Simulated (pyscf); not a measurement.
Thermochemistry of product channels of O=W(=O)=O + H atom (H•) on the doublet surface, in kcal/mol, from ωB97M-D3(BJ)/def2-TZVP energies (ideal gas, 1 atm, RRHO with modes under 100 cm⁻¹ raised to 100, one conformer, R ln 2 for rigid chiral ones). PySCF, gas phase, ωB97X-D3(BJ)/def2-SVP geometries.

```
products                             ΔE  ΔH(298 K)  ΔG(298 K)  ΔG(1200 K)
--------------------------------  -----  ---------  ---------  ----------
hydroxyl (OH•) + O=W=O [singlet]  +32.3      +35.6      +32.2       +24.2
[O=W(=O)–OH]•                       [?]      -87.0      -81.6       -64.3
```

Question: Complete the blanks.

Answer: 
- [O=W(=O)–OH]•, ΔE: -92.3

These are energies of the channels, which say nothing of barriers. The other spin state of O=W=O [singlet] is not in these data. A restricted singlet here is unstable towards spin polarisation, as is usual where a triplet lies low; its energy is less safe. Left out: orbital degeneracy and the spin-orbit lowering of OH. Open-shell species with a d-block atom are single-reference here; other states, and whether the spin sits on metal or ligand, were not checked. Elements past Kr carry the def2 core potentials, without spin-orbit coupling.
